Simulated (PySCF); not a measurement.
Below is a simulated gas-phase O 1s photoelectron spectrum of `C[C@H](O)CO` (1,2-propanediol).

Every computed line was given a Gaussian of 0.5 eV full width at half maximum and an area set by the number of equivalent atoms; the highest printed point is 100. Level of theory: delta-SCF UKS SCAN, pcX-2 on the ionised atom, pcseg-1 elsewhere, spin-free X2C (PySCF).

```
binding energy (eV)  intensity
              537.8          0
              537.9          2
              538.0          6
              538.1         17
              538.2         36
              538.3         61
              538.4         85
              538.5         98
              538.6        100
              538.7         98
              538.8         99
              538.9        100
              539.0         92
              539.1         72
              539.2         46
              539.3         24
              539.4         10
              539.5          3
              539.6          1
              539.7          0
```

Count the maxima, the lines and the sites behind this envelope.

The curve has 2 maxima (at 538.6 and 538.9 eV). Under it lie 2 lines from 2 inequivalent oxygen sites.

Decompose the envelope and assign each component. Numbering: `[CH3:1][C@H:2]([OH:3])[CH2:4][OH:5]`.

| position (eV) | relative area | line | atoms | environment |
| --- | --- | --- | --- | --- |
| 538.49 | 1 | O 1s | O5 | alcohol oxygen |
| 538.95 | 1 | O 1s | O3 | alcohol oxygen |

Above which line width would these two lines show one maximum?

Two equal Gaussians merge once their distance is under 2σ = FWHM/1.177. With 0.47 eV between them that is a full width over 0.55 eV.

The listed O 1s values span 0.46 eV, from O5 (bonded to C and H) to O3 (bonded to C and H). Summing the Pauling electronegativity differences to the bonded atoms, each weighted by its formal bond order, gives -2.13 for the lowest site and -2.13 for the highest; the sum is the same at every site.

The curve has no shake-up lines and no vibrational structure. Isolated species at its PBE0-D3(BJ)/def2-SVP geometry (one conformer only).

The values belong to the conformer `[CH3:1][C@H:2]([OH:3])[CH2:4][OH:5]`: C1–C2–C4–O5 63°, H–O3–C2–C1 45°, H–O5–C4–C2 48°.
